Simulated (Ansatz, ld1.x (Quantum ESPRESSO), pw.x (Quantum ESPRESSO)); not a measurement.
## From atom to crystal: TM potential for tantalum (Ta)

* Element: Ta
* Generator: ld1.x (Quantum ESPRESSO) 7.5
* Type: norm-conserving Troullier–Martins (Kleinman–Bylander form)
* Functional: LDA (PW92)
* Relativity: scalar-relativistic
* Frozen core: [Xe] 4f14
* Valence charge: 5
* Reference configuration: 5d4 6s1 6p0
* Partial waves: 6p (bound, empty): rc 3.70 bohr; 5d (bound): rc 2.75 bohr; 6s (bound): rc 2.30 bohr
* Local potential: the s channel
* Core correction: a·sin(br)/r model core inside 1.10 bohr

Atomic tests: cutoffs needed: 21 Ry and 30 Ry (the cutoffs (Ry, on a coarse ladder) from which the occupation-weighted sum of valence levels, in a spherical-Bessel basis at the reference potential, stays within 10 and 1 mRy of its value at 400 Ry); ghost test: no extra level below or beside the all-electron valence levels (p, d, s, f tested) (spherical-Bessel basis up to 400 Ry, 20 bohr box); largest excitation error: -191 meV (all-electron minus pseudo) for 5d2 6s2 6p1, out of 7 test configurations.

Crystal test: diamond Ta in pw.x 7.5, no spin, 8³ k-points, Fermi–Dirac smearing 0.01 Ry, cutoffs 50/200 Ry. The reference is all-electron LAPW (Ansatz 0.2.0) with the same functional, mesh and smearing; V0 and B0 come from Birch–Murnaghan fits to the pressures at five volumes. Errors are pseudo minus all-electron; Δ is the rms difference of the E(V) curves that follow from these fits, minima aligned, over ±6 % about the mean V0. Mesh and smearing are coarse, so the numbers serve the comparison and aren't converged zero-temperature values; the lattice is a test structure that the element need not adopt.

```json
{"V (Å³/atom)": "24.831", "P all-electron (GPa)": "4.36", "P pseudo (GPa)": "3.88"}
{"V (Å³/atom)": "25.485", "P all-electron (GPa)": "2.04", "P pseudo (GPa)": "1.69"}
{"V (Å³/atom)": "26.138", "P all-electron (GPa)": "-0.04", "P pseudo (GPa)": "-0.30"}
{"V (Å³/atom)": "26.791", "P all-electron (GPa)": "-1.90", "P pseudo (GPa)": "-2.10"}
{"V (Å³/atom)": "27.445", "P all-electron (GPa)": "-3.57", "P pseudo (GPa)": "-3.72"}
```

All-electron: a0 = 5.935 Å (V0 = 26.13 Å³/atom), B0 = 78.8 GPa.

Pseudopotential: mean pressure error (GPa): -0.29; a0 (Å): 5.928; a0 error (%): -0.12; B0 error (%): -3.0; Δ (meV/atom): 1.7. The largest radius (3.70 bohr) exceeds half the bond length (2.43 bohr), so the spheres overlap, which is one possible source of error among others.

Q: At the middle volume, how do free energy and pressure move when the wave cutoff is lowered (ecutrho kept at four times it)?

A:

```json
{"cutoff (Ry)": "22", "shift of F (meV/atom)": "+92.8", "shift of P (GPa)": "-3.38"}
{"cutoff (Ry)": "30", "shift of F (meV/atom)": "+6.1", "shift of P (GPa)": "-0.15"}
{"cutoff (Ry)": "40", "shift of F (meV/atom)": "+5.0", "shift of P (GPa)": "-0.01"}
```

The run at the middle volume (29 k-points, 9 iterations) took about 8.1 s on one core of a shared host (Neoverse-V2, 32 threads, 247 GiB, load 13).
